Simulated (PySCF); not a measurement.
# CHCl3N2: the cost of one run

Method: levels as typed in each script, gas phase, geometry from GFN2-xTB; program: PySCF 2.14.0.

**1. Starting geometry**

SMILES `N#N.ClC(Cl)Cl`, 7 atoms, charge 0, spin multiplicity 1.

Bond lengths: N1–N2 1.098 Å, Cl3–C4 1.770 Å, C4–Cl5 1.770 Å, C4–Cl6 1.770 Å, C4–H7 1.093 Å. Angles: Cl3–C4–Cl5 110.1°, Cl3–C4–Cl6 110.1°, Cl3–C4–H7 108.9°, Cl5–C4–Cl6 110.1°, Cl5–C4–H7 108.9°, Cl6–C4–H7 108.6°.

Coordinates:

```xyz
7
charge 0, multiplicity 1
N    -2.9324   -0.0011   -0.2670
N    -4.0283   -0.0008   -0.2061
Cl    1.1413    1.3348   -0.9141
C     0.3687   -0.0001   -0.0462
Cl    1.0659   -1.5441   -0.5587
Cl    0.5700    0.2101    1.7001
H    -0.6994   -0.0007   -0.2764
```

**2. Binding of the two fragments (B3LYP/6-31+g*)**

Input file input.py:

```python
import numpy as np
from pyscf import gto, scf, dft
from pyscf.scf import atom_ks, atom_hf
from scipy.linalg import block_diag
from pyscf.dispersion import dftd3

def solve(mol, dm0=None, hcore=None):
    mf = (dft.UKS if mol.spin else dft.RKS)(mol, xc='b3lyp')
    mf.grids.level = 3
    mf = mf.density_fit(auxbasis='def2-universal-jkfit')
    mf.conv_tol, mf.max_cycle = 1e-8, 80
    if hcore is not None:
        mf.get_hcore = lambda *args: hcore
    mf.kernel(dm0)
    if not mf.converged:
        mf = mf.newton().run(mf.mo_coeff, mf.mo_occ, max_cycle=30)
    assert mf.converged, 'SCF not converged'
    return mf

mol = gto.M(atom='''
N     -2.93242    -0.00107    -0.26701
N     -4.02835    -0.00078    -0.20607
Cl     1.14131     1.33480    -0.91405
C      0.36868    -0.00008    -0.04623
Cl     1.06587    -1.54411    -0.55866
Cl     0.57003     0.21014     1.70008
H     -0.69936    -0.00074    -0.27636
''', basis='6-31+g*', charge=0, spin=0, verbose=4)
mol_a = gto.M(atom='''
N     -2.93242    -0.00107    -0.26701
N     -4.02835    -0.00078    -0.20607
ghost-Cl     1.14131     1.33480    -0.91405
ghost-C      0.36868    -0.00008    -0.04623
ghost-Cl     1.06587    -1.54411    -0.55866
ghost-Cl     0.57003     0.21014     1.70008
ghost-H     -0.69936    -0.00074    -0.27636
''', basis='6-31+g*', charge=0, spin=0, verbose=4)
mol_b = gto.M(atom='''
ghost-N     -2.93242    -0.00107    -0.26701
ghost-N     -4.02835    -0.00078    -0.20607
Cl     1.14131     1.33480    -0.91405
C      0.36868    -0.00008    -0.04623
Cl     1.06587    -1.54411    -0.55866
Cl     0.57003     0.21014     1.70008
H     -0.69936    -0.00074    -0.27636
''', basis='6-31+g*', charge=0, spin=0, verbose=4)
ab, a, b = solve(mol), solve(mol_a), solve(mol_b)
e_int = ab.e_tot - a.e_tot - b.e_tot
print('counterpoise-corrected interaction energy / kcal/mol', e_int * 627.5095)
def disp(atoms, charge):
    m = gto.M(atom=atoms, charge=charge, basis='sto-3g', spin=None, unit='Bohr', verbose=0)
    return dftd3.DFTD3Dispersion(m, xc='b3lyp', version='d3bj').get_dispersion()['energy']
e_disp = disp(mol._atom, mol.charge) - disp(mol._atom[:2], mol_a.charge) - disp(mol._atom[2:], mol_b.charge)
print('D3(BJ) part / kcal/mol', e_disp * 627.5095)
# spherically averaged free atoms, for the promolecule
atm = atom_ks.get_atm_nrks(mol, xc='b3lyp')
pro = block_diag(*[(atm[a[0]][2] * atm[a[0]][3]) @ atm[a[0]][2].T for a in mol._atom])
np.savez('result.npz', e_int=e_int, e_disp=e_disp, dm_a=a.make_rdm1(), dm_b=b.make_rdm1(), c=ab.mo_coeff, occ=ab.mo_occ, eps=ab.mo_energy, pro=pro, d=[f.dip_moment(verbose=0) for f in (ab, a, b)])
```

Launch:

```console
$ OMP_NUM_THREADS=1 python input.py
```

What time and memory should one allow on 1 thread of Arm Neoverse V2, shared host?

About 30 s, with a peak of 0.59 GiB.
